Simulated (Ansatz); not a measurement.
# Where CCSD(T) holds and where it slips

Each species is computed at the geometry given (Å), with frozen cores, in Ansatz 0.2.0: RHF-CCSD(T) for singlets, UHF-CCSD(T) otherwise, and full CI in the same basis. The program picks the determinant by trial CCSD, so it needn't be the lowest Hartree–Fock solution. States: CH2 A1, O2 Σg⁻ or Δg, H2O A1. Cases whose determinant has another symmetry than full CI's state, or whose (Q) step broke down, weren't drawn.

Judging by size, spin and bonding, rank them by the size of CCSD(T)'s error in total energy against full CI in the same basis, smallest first (an estimate).
A. H₂O, singlet, cc-pVDZ: O 0.000 0.000 0.067; H 0.000 0.763 -0.530; H 0.000 -0.763 -0.530
B. O₂, triplet, 6-31G: O 0.000 0.000 0.000; O 0.000 0.000 1.246
C. CH2, singlet, cc-pVTZ: C 0.000 0.000 0.100; H 0.000 0.862 -0.597; H 0.000 -0.862 -0.597

A (17.7 meV), C (28.2 meV), B (65.0 meV).

```
     species    basis  correlated electrons  CCSD(T) − full CI (meV)  CCSDT(Q) − full CI (meV)  unpaired electrons (full CI)     T1  ⟨S²⟩ of the determinant
H2O, singlet  cc-pVDZ                     8                     17.7                      -0.3                          0.02  0.006                     0.00
CH2, singlet  cc-pVTZ                     6                     28.2                       1.0                          0.10  0.009                     0.00
 O2, triplet    6-31G                    12                     65.0                       0.8                          2.05  0.015                     2.04
```

Unpaired electrons are Σ n²(2−n)² over natural occupations; an open shell counts its own unpaired electrons too. Frozen cores follow each run's orbitals, which moves totals by a few meV.
